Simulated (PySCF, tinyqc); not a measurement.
CIS on RHF in the sto-6g basis, for BH, spin multiplicity 1, step by step. The lowest restricted solution is unstable here: a spin-polarised one lies 0.0078 hartree lower (PySCF). One step of it, computed by the program tinyqc.

Question. CIS matrix, singlets. A(ia,jb) = (e_a - e_i) d_ij d_ab + 2 (ia|jb) - (ij|ab).

orbital energies (hartree): MO1 -7.456599, MO2 -0.503270, MO3 -0.248424, MO4 0.258178, MO5 0.258178, MO6 0.486705

Two-electron integrals over orbitals (pq|rs), unique and non-zero (hartree):
```
(11|11) 2.903698    (21|11) -0.259327   (21|21) 0.037987    (22|11) 0.607971
(22|21) -0.006985   (22|22) 0.505743    (31|11) -0.194855   (31|21) 0.025889
(31|22) -0.015444   (31|31) 0.029319    (32|11) 0.133920    (32|21) -0.009120
(32|22) -0.047353   (32|31) 0.004383    (32|32) 0.105209    (33|11) 0.636620
(33|21) -0.011974   (33|22) 0.434062    (33|31) 0.003258    (33|32) 0.040581
(33|33) 0.508069    (41|41) 0.021985    (42|41) 0.021447    (42|42) 0.071781
(43|41) 0.016027    (43|42) 0.044807    (43|43) 0.050336    (44|11) 0.743125
(44|21) -0.009097   (44|22) 0.459322    (44|31) -0.006220   (44|32) 0.069496
(44|33) 0.471155    (44|44) 0.587109    (51|51) 0.021985    (52|51) 0.021447
(52|52) 0.071781    (53|51) 0.016027    (53|52) 0.044807    (53|53) 0.050336
(54|54) 0.031641    (55|11) 0.743125    (55|21) -0.009097   (55|22) 0.459322
(55|31) -0.006220   (55|32) 0.069496    (55|33) 0.471155    (55|44) 0.523827
(55|55) 0.587109    (61|11) 0.121265    (61|21) -0.021070   (61|22) -0.006936
(61|31) -0.002082   (61|32) 0.015090    (61|33) 0.017640    (61|44) 0.003776
(61|55) 0.003776    (61|61) 0.024666    (62|11) -0.176879   (62|21) 0.003011
(62|22) -0.035047   (62|31) 0.012816    (62|32) -0.045024   (62|33) -0.001076
(62|44) -0.092679   (62|55) -0.092679   (62|61) 0.009318    (62|62) 0.110275
(63|11) 0.129677    (63|21) -0.003271   (63|22) -0.023786   (63|31) 0.005760
(63|32) 0.092231    (63|33) 0.053120    (63|44) 0.069508    (63|55) 0.069508
(63|61) 0.009744    (63|62) -0.061675   (63|63) 0.107863    (64|41) -0.009314
(64|42) -0.032353   (64|43) -0.004535   (64|64) 0.028761    (65|51) -0.009314
(65|52) -0.032353   (65|53) -0.004535   (65|65) 0.028761    (66|11) 0.633922
(66|21) -0.005762   (66|22) 0.518382    (66|31) -0.015267   (66|32) -0.062137
(66|33) 0.459529    (66|44) 0.453698    (66|55) 0.453698    (66|61) -0.008677
(66|62) -0.009863   (66|63) -0.037214   (66|66) 0.566757
```

Give: CIS matrix A, singlet.

Answer.

CIS matrix A, singlet (hartree):
```
        1>4     1>5     1>6     2>4     2>5      2>6     3>4     3>5
1>4  7.0156  0.0000  0.0000  0.0520  0.0000   0.0000  0.0383  0.0000
1>5  0.0000  7.0156  0.0000  0.0000  0.0520   0.0000  0.0000  0.0383
1>6  0.0000  0.0000  7.3587  0.0000  0.0000   0.0244  0.0000  0.0000
2>4  0.0520  0.0000  0.0000  0.4457  0.0000   0.0000  0.0201  0.0000
2>5  0.0000  0.0520  0.0000  0.0000  0.4457   0.0000  0.0000  0.0201
2>6  0.0000  0.0000  0.0244  0.0000  0.0000   0.6921  0.0000  0.0000
3>4  0.0383  0.0000  0.0000  0.0201  0.0000   0.0000  0.1361  0.0000
3>5  0.0000  0.0383  0.0000  0.0000  0.0201   0.0000  0.0000  0.1361
3>6  0.0000  0.0000  0.0348  0.0000  0.0000  -0.0612  0.0000  0.0000

         3>6
1>4   0.0000
1>5   0.0000
1>6   0.0348
2>4   0.0000
2>5   0.0000
2>6  -0.0612
3>4   0.0000
3>5   0.0000
3>6   0.4913
```
